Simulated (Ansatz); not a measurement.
Worked example: Ge–CH$_{2}$, triplet against Ge–CH2, singlet

Geometry (PBE0/def2-TZVP stationary point of a singlet), kept for both states (Ge–CH2, singlet: A1; Ge–CH2, triplet: A2):

```xyz
4

Ge    0.0000    0.0000    0.3030
C     0.0000    0.0000   -1.4834
H     0.0000   -0.9122   -2.0790
H     0.0000    0.9122   -2.0790
```

Basis cc-pVTZ; Ansatz 0.2.0. Only valence electrons are correlated (noble-gas cores and the filled d shells of p-block atoms frozen). R marks a restricted (for open shells ROHF) determinant, U an unrestricted one. No spin–orbit coupling is included, and no scalar relativity.

Full CI isn't at hand for all of this; UCCSDT(Q) serves as the reference, and is uncertain by about the last step of the cluster series.

Unrestricted rows (U, and Kohn–Sham where it breaks symmetry) aren't spin-pure: their determinants' ⟨S²⟩ exceeds S(S+1) by up to 0.39, so they mix in states of higher spin.

```
    level  E(Ge–CH2, singlet) (hartree)  E(Ge–CH2, triplet) (hartree)
      UHF                  -2114.383951                  -2114.356917
     UMP2                  -2114.619886                  -2114.569663
 UCCSD(T)                  -2114.672580                  -2114.608674
      PBE                  -2115.924902                  -2115.860306
    B3LYP                  -2116.345639                  -2116.284329
UCCSDT(Q)                  -2114.675484                  -2114.610048
```

Q: Give the vertical gap, Ge–CH2 triplet less Ge–CH2 singlet, at each level in eV (1 hartree = 27.2114 eV), and each error against UCCSDT(Q).

A: UCCSDT(Q): (-2114.610048 − (-2114.675484)) × 27.2114 = 1.781 eV (the reference)
B3LYP: (-2116.284329 − (-2116.345639)) × 27.2114 = 1.668 eV, error -0.113 eV
PBE: (-2115.860306 − (-2115.924902)) × 27.2114 = 1.758 eV, error -0.023 eV
UCCSD(T): (-2114.608674 − (-2114.672580)) × 27.2114 = 1.739 eV, error -0.042 eV
UMP2: (-2114.569663 − (-2114.619886)) × 27.2114 = 1.367 eV, error -0.414 eV
UHF: (-2114.356917 − (-2114.383951)) × 27.2114 = 0.736 eV, error -1.045 eV

Total energies of functionals can't be set beside those of wave-function methods, since they hold the core's correlation and their own absolute errors; only the differences compare.

Each level lands on the state that its own search finds. T1 diagnostics of restricted CCSD: 0.016 and 0.018.
